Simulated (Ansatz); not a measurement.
Geometry optimisation, UKS B3LYP/def2-SVP in Ansatz 0.2.0.

Input:

```yaml
crystal:
  periodic: [false, false, false]
  atoms:
    - { symbol: B, position_ang: [0.026672, 0.0, -0.09582] }
    - { symbol: F, position_ang: [0.046149, 0.0, 1.222635] }
    - { symbol: Cl, position_ang: [1.549567, 0.0, -0.962437] }
    - { symbol: H, position_ang: [-1.019356, 0.0, -0.682419] }
    - { symbol: H, position_ang: [-0.022733, 0.0, 3.353041] }
magnetization:
  spin_polarized: true
  initial_magnetization: 1
basis:
  gaussian: { orbitals: def2-SVP }
hamiltonian:
  xc: b3lyp
relax:
  f_tol: 0.03
  max_steps: 50
```

Launched with:

```bash
$ ansatz run input.yaml --threads 1 --pin off --max-ram 2048MiB --backend cpu --events-out ev --progress --plain --runs-dir out
```

Q: Where does it end, and by what steps?

A: It converged. The force dipped under the threshold on the way, but the program's further checks kept it going. After 9 steps the energy has fallen by 0.084 eV; H5 moved furthest, 0.71 Å.

```
step  energy less start (eV)  largest force component (eV/Å)  accepted
   0                  0.0000                           0.383       yes
   1                 -0.0362                           0.264       yes
   2                 -0.0670                           0.096       yes
   3                 -0.0798                           0.125       yes
   4                 -0.0544                           1.265        no
   5                 -0.0820                           0.051       yes
   6                 -0.0832                           0.030       yes
   7                 -0.0830                           0.082        no
   8                 -0.0833                           0.006       yes
   9                 -0.0836                           0.004       yes
```

```xyz
5
Properties=species:S:1:pos:R:3
B 0.046 0.000 -0.268
F 0.092 0.000 1.046
Cl 1.549 0.000 -1.170
H -1.013 0.000 -0.832
H -0.093 0.000 4.058
```

Whether the end is a true minimum wasn't checked by a vibrational analysis.

Run time: 22 s on 1 thread of Arm Neoverse V1, with other jobs on the host, peak memory 0.13 GiB.
